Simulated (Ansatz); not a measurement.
Born–Oppenheimer molecular dynamics of CH2FMg (5 atoms, charge 1, multiplicity 1). It starts from a relaxed structure.

The calculation used RKS PBE-D4/cc-pVDZ in Ansatz.

```json
{
  "ensemble": "NVE (velocity Verlet)",
  "time step": "0.5 fs",
  "steps asked": "115",
  "starting velocities drawn for": "500 K",
  "seed": "995440"
}
```

Frames 1 fs apart, positions in Å.

Velocities at 35.0 fs (Å/ps):

```
F 0.72 1.78 -1.37
C -2.83 -3.18 5.04
Mg -0.12 0.71 -0.21
H 24.69 -11.50 -19.85
H -1.72 -1.32 -9.35
```

```xyz
5
Properties=species:S:1:pos:R:3 time_fs=35.0 energy_less_start_eV=0.096 T=251
F -1.502 -1.035 0.233
C -0.216 -0.908 0.339
Mg 0.432 1.133 -0.344
H 0.179 -1.946 0.531
H 1.270 2.174 -1.456
5
Properties=species:S:1:pos:R:3 time_fs=36.0 energy_less_start_eV=0.096 T=253
F -1.502 -1.034 0.232
C -0.219 -0.911 0.344
Mg 0.432 1.134 -0.344
H 0.204 -1.956 0.512
H 1.268 2.171 -1.464
5
Properties=species:S:1:pos:R:3 time_fs=37.0 energy_less_start_eV=0.101 T=240
F -1.501 -1.032 0.231
C -0.222 -0.915 0.349
Mg 0.432 1.135 -0.344
H 0.230 -1.962 0.492
H 1.262 2.167 -1.470
5
Properties=species:S:1:pos:R:3 time_fs=38.0 energy_less_start_eV=0.108 T=222
F -1.501 -1.030 0.229
C -0.225 -0.919 0.354
Mg 0.433 1.136 -0.345
H 0.253 -1.962 0.472
H 1.254 2.162 -1.473
5
Properties=species:S:1:pos:R:3 time_fs=39.0 energy_less_start_eV=0.115 T=204
F -1.500 -1.029 0.228
C -0.228 -0.924 0.359
Mg 0.433 1.137 -0.345
H 0.271 -1.956 0.453
H 1.245 2.155 -1.473
5
Properties=species:S:1:pos:R:3 time_fs=40.0 energy_less_start_eV=0.123 T=183
F -1.500 -1.028 0.227
C -0.230 -0.928 0.363
Mg 0.434 1.139 -0.346
H 0.284 -1.944 0.435
H 1.234 2.146 -1.472
5
Properties=species:S:1:pos:R:3 time_fs=41.0 energy_less_start_eV=0.134 T=155
F -1.500 -1.028 0.226
C -0.231 -0.932 0.367
Mg 0.435 1.140 -0.347
H 0.292 -1.931 0.419
H 1.221 2.138 -1.470
5
Properties=species:S:1:pos:R:3 time_fs=42.0 energy_less_start_eV=0.149 T=116
F -1.500 -1.027 0.225
C -0.232 -0.935 0.371
Mg 0.436 1.141 -0.347
H 0.295 -1.919 0.404
H 1.208 2.130 -1.468
5
Properties=species:S:1:pos:R:3 time_fs=43.0 energy_less_start_eV=0.164 T=78
F -1.501 -1.027 0.224
C -0.233 -0.938 0.374
Mg 0.437 1.142 -0.348
H 0.294 -1.911 0.392
H 1.195 2.123 -1.466
5
Properties=species:S:1:pos:R:3 time_fs=44.0 energy_less_start_eV=0.171 T=60
F -1.501 -1.028 0.224
C -0.233 -0.939 0.377
Mg 0.438 1.144 -0.348
H 0.290 -1.911 0.382
H 1.183 2.117 -1.465
5
Properties=species:S:1:pos:R:3 time_fs=45.0 energy_less_start_eV=0.167 T=70
F -1.502 -1.029 0.223
C -0.232 -0.938 0.379
Mg 0.440 1.145 -0.348
H 0.284 -1.919 0.375
H 1.171 2.114 -1.467
5
Properties=species:S:1:pos:R:3 time_fs=46.0 energy_less_start_eV=0.156 T=98
F -1.503 -1.030 0.223
C -0.231 -0.937 0.381
Mg 0.441 1.146 -0.348
H 0.276 -1.934 0.370
H 1.161 2.114 -1.471
```

Of the whole run (58 fs, mean temperature of the second half 172 K): The conserved energy stayed within 0.067 meV per atom of its start (net change 0.027 meV per atom), so the integration is sound. A run of 0.058 ps of so small a system gives no equilibrium averages. Limits of this set-up: the dipole of an ion depends on the origin.

The run took 5.5 min on 1 CPU thread of a shared host.
